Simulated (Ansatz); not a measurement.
`OCCCF` + HCl → `FCCCCl` + H₂O  (substitution at a C–O bond)

Gas-phase electronic energies from Ansatz, PBE0-D4/def2-TZVP geometries. CBS: MP2 limit from def2 TZ/QZ plus the TZ coupled-cluster correction, frozen cores. This one scheme is used for every species. Each species was taken in one conformer, which may not be the lowest.

```csv
species,SCS-MP2/def2-QZVPP energy (Eh)
`OCCCF`,-293.19070
HCl,-460.33756
`FCCCCl`,-677.19281
H₂O,-76.34808
```

Q: Work out ΔE.

A: ΔE = (-677.19281) + (-76.34808) − (-293.19070) − (-460.33756) = -0.01263 Eh = -33.2 kJ/mol. CCSD(T)/CBS gives -33.5 kJ/mol.

Largest T1 diagnostic among the species: 0.010.

In def2-TZVPP, CCSD(T) changes the Hartree–Fock value by −9.0 kJ/mol (the triples alone add −2.3 kJ/mol) and MP2 by −16.0 kJ/mol. The D4 term adds −4.6 kJ/mol with B3LYP and −2.4 kJ/mol with PBE0; it sums over pairs of atoms, weighted by their polarisabilities, and B3LYP, whose exchange is more repulsive, gets the larger term.

B3LYP here is the variant with VWN-RPA as its local correlation; programs differ in this.
